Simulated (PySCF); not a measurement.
## C5H10S: core ionisation energies

Species: C5H10S.
SMILES with atom numbers: `[SH:1][CH:2]1[CH2:3][CH2:4][CH2:5][CH2:6]1`

Method: PySCF 2.14.0, delta-SCF UKS SCAN, pcX-2 on the ionised atom, pcseg-1 elsewhere, spin-free X2C. Vertical ΔSCF values, vacuum level as zero.

**Question.** Give the core binding energies atom by atom.

**Answer.** 
```json
{"atom(s)": "S1", "environment": "thiol sulfur", "level": "S 1s", "binding energy (eV)": "2476.91", "above the level's lowest (eV)": "0.00", "count": "1"}
{"atom(s)": "C2", "environment": "sp3 carbon bound to sulfur", "level": "C 1s", "binding energy (eV)": "291.15", "above the level's lowest (eV)": "+0.61", "count": "1"}
{"atom(s)": "C3/C6", "environment": "ring CH2 carbon", "level": "C 1s", "binding energy (eV)": "290.54", "above the level's lowest (eV)": "0.00", "count": "2"}
{"atom(s)": "C4/C5", "environment": "ring CH2 carbon", "level": "C 1s", "binding energy (eV)": "290.57", "above the level's lowest (eV)": "+0.03", "count": "2"}
```

The listed C 1s values span 0.61 eV, from C3/C6 (bonded to 2 C and 2 H) to C2 (bonded to S, 2 C and H). The widest gap between neighbouring values is 0.58 eV, between 290.57 and 291.15 eV. The values 290.54 and 290.57 eV lie too close for their order to be trusted.

**Question.** Which effective nuclear charge Zeff reproduces each element's mean 1s value in the hydrogen-like formula E = 13.606 eV × Zeff²?

**Answer.** C (Z = 6): mean 290.7 eV, Zeff = 4.62, Z − Zeff = 1.38; S (Z = 16): mean 2476.9 eV, Zeff = 13.49, Z − Zeff = 2.51. Means run over the listed sites, weighted by atom count.

**Question.** Which photon wavelength matches the C 1s of C3/C6 threshold?

**Answer.** λ = hc/E = 12398.42 eV Å / 290.54 eV = 42.674 Å.

Atoms equivalent by their bonding share one computed value, that of the first of them. Not every level is listed. The structure is a single PBE0-D3(BJ)/def2-SVP conformer in the gas phase; no vibrational or solvent corrections.

On an x86-64 server with one thread, shared host, this took 39 s.
